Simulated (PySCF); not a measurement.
CO+, CO (charge +1 and doublet state).
SMILES: `[C]#[O+]`

Computed with PBE0-D3(BJ)/def2-SVP geometry optimisation, gas phase (PySCF).

Take the most abundant isotopes and a rigid rotor. 

(1) What are the moment of inertia and the rotational constant?

(2) List the first levels of a rigid rotor in a Σ state.

(3) Where do the first rotational lines fall?

(4) Estimate the classical rotational partition function at 50 K, 100 K and 200 K.

## Answers

(1) I = 8.445 u·Å², B = 505379 MHz·u·Å²/I = 59847 MHz (1.9963 cm⁻¹, or 2.872 K as hB/k). For two atoms I = μr² with μ = 6.8562 u and r = 1.1098 Å.

(2) E(J) = BJ(J+1): J = 1: 3.993, J = 2: 11.978, J = 3: 23.955, J = 4: 39.926, J = 5: 59.888, J = 6: 83.844 cm⁻¹. For this open shell read J as N, the rotation without spin; fine and hyperfine splittings come on top.

(3) The dipole is 2.82 D (about the centre of mass, as the species is charged); J+1 ← J lies at 2B(J+1): 1 ← 0 at 119.69 GHz, 2 ← 1 at 239.39 GHz, 3 ← 2 at 359.08 GHz, 4 ← 3 at 478.77 GHz, 5 ← 4 at 598.47 GHz, 6 ← 5 at 718.16 GHz.

(4) Point group C∞v, symmetry number σ = 1; q = kT/(σhB), k/h = 20836.6 MHz/K: 17.4 at 50 K, 34.8 at 100 K, 69.6 at 200 K.

PBE0-D3(BJ)/def2-SVP frequencies: not computed here. ⟨S²⟩ = 0.774 (exact for a doublet: 0.75). Constants of a rigid frame at the computed geometry: no zero-point averaging, no centrifugal distortion.
